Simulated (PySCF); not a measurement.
Reaction (SMILES): PP (P2H4) + [H][H] (H2) → 2 P (PH3)
B3LYP-D3(BJ)/def2-TZVP geometries, fixed; electronic energies without zero-point terms.

Basis-set convergence of the energy of full hydrogenation at B3LYP with PySCF. All functions are spherical. Density fitting with generated auxiliary sets. In sets without p functions on hydrogen, species with hydrogen take exact integrals. No added dispersion term, no relativity. Functions are those of the species that has most. Reference: the value in pcseg-3, -6.67 kcal/mol, itself unsure by roughly 0.04 kcal/mol (its mean distance from def2-QZVPP, cc-pV(Q+d)Z). Deviations are taken from unrounded values. Cost is core time over that of pcseg-1, rough, on shared machines of one kind; a dash marks a row that isn't timed (too short, read off another run, short of memory, by another algorithm or on other hardware).

```tsv
basis	functions	energy of full hydrogenation (kcal/mol)	minus reference (kcal/mol)	cost
3-21G	34	-4.35	2.32	-
6-31G*	44	-6.41	0.26	-
6-31+G*	52	-7.18	-0.51	-
def2-SVP	56	-8.56	-1.90	0.9×
pcseg-1	56	-7.91	-1.24	1×
6-311G**	76	-8.50	-1.83	1×
aug-pcseg-1	90	-7.48	-0.81	1×
def2-TZVP	98	-6.46	0.21	1×
aug-cc-pV(D+d)Z	100	-8.02	-1.35	2×
def2-TZVPD	122	-6.53	0.14	2×
pcseg-2	124	-7.31	-0.64	2×
cc-pV(T+d)Z	134	-6.65	0.02	2×
def2-TZVPP	140	-6.63	0.03	2×
jun-cc-pV(T+d)Z	152	-6.77	-0.10	2×
def2-TZVPPD	164	-6.66	0.01	2×
cc-pV(Q+d)Z	248	-6.73	-0.06	5×
def2-QZVPP	260	-6.65	0.02	5×
pcseg-3	260	-6.67	0.00	5×
```
